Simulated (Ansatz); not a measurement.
Compare A (`CCOC#N`) with its isomer B (`COC=C=N`).

Program: Ansatz. Geometries: PBE0-D4/def2-TZVP. ΔE: electronic, gas phase. CCSD(T)/CBS adds triple-zeta CCSD(T) − MP2 to the extrapolated MP2 energy (def2 sets, frozen cores). Functionals use def2-TZVPP. B3LYP here is the variant with VWN-RPA as its local correlation; programs differ in this. Each species was taken in one conformer, which may not be the lowest.

Question: Which is lower in electronic energy at CCSD(T)/CBS, and by how much? (Estimate.)

Answer: Computed: A, by 29.5 kcal/mol.

Question: Give E(B) − E(A) in kcal/mol with r2SCAN-D4, HF/def2-TZVPP, CCSD(T)/def2-TZVPP, CCSD(T)/def2-SVP, PBE0-D4, PBE-D4, B3LYP. (An estimate is asked.)

Answer: The calculation gave: r2SCAN-D4 26.0, HF/def2-TZVPP 32.4, CCSD(T)/def2-TZVPP 30.5, CCSD(T)/def2-SVP 32.4, PBE0-D4 25.8, PBE-D4 23.7, B3LYP 25.2. None reverses the order clearly.

Question: Does the order hold for the free energy at 298.15 K (harmonic terms from PBE0-D4)? (Best estimate.)

Answer: Computed: Yes: G(B) − G(A) = +28.4 kcal/mol, for one conformer each.

Largest T1 diagnostic: 0.014.

From BLYP to BHLYP (50 % exact exchange), in def2-TZVPP and without D4, E(B) − E(A) moves by +4.2 kcal/mol. At CCSD(T), def2-SVP lies +2.9 kcal/mol from the extrapolated value and def2-TZVPP +0.9 kcal/mol.
